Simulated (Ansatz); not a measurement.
The cluster Li2H. Charge 0, multiplicity 4. Geometry PBE-D4/def2-TZVP; atoms count from 1.

```
atom   x (Å)   y (Å)   z (Å)
 Li1   1.302  -1.567   0.297
 Li2  -0.845   0.502  -1.809
  H3  -0.458   1.065   1.512
```

In the quartet geometry the species has come apart into loosely held pieces. At PBE0-D4/def2-TZVP a doublet of charge 0 lies 3.08 eV below the quartet, each at its own geometry. The structure comes from a short search, and lower isomers may exist.

Estimate the Mulliken populations from the PBE0/def2-TZVP orbitals of Ansatz.


```json
{"atom": "Li1", "charge (e)": "-0.01", "spin (α − β)": "1.01"}
{"atom": "Li2", "charge (e)": "-0.01", "spin (α − β)": "1.01"}
{"atom": "H3", "charge (e)": "0.02", "spin (α − β)": "0.98"}
```
Mulliken values and Mayer orders depend strongly on the basis.

Where does the spin sit?

Summed by element: Li 2.02, H 0.98, of 3 unpaired in all. Largest on single atoms: Li2 1.01, Li1 1.01, H3 0.98.
